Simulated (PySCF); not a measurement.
# How methods differ on the ionisation energy of P

P [Ne] 3s2 3p3 (4S) → P+ [Ne] 3s2 3p2 (3P), as a difference of total energies. Calculation: PySCF 2.14, in pcseg-2 (5s4p2d1f, 34 functions); the non-relativistic Hamiltonian (point nucleus). Correlated levels: valence: [Ne] frozen. The calculations carry no spin-orbit coupling.

```
           method  ionisation energy (eV)
              UHF                   9.927
           r2SCAN                  10.649
             TPSS                  10.522
    MP2 (valence)                  10.364
SCS-MP2 (valence)                  10.219
   CCSD (valence)                  10.292
CCSD(T) (valence)                  10.316
```

Errors of the correlated levels include the incompleteness of this basis and the frozen core.

Which method comes closest to the reference value, and which is furthest?

The reference is 10.526 eV (measured; NIST levels, between the centres of gravity of the two terms). Closest: TPSS (error -0.004 eV); furthest: UHF (error -0.599 eV).
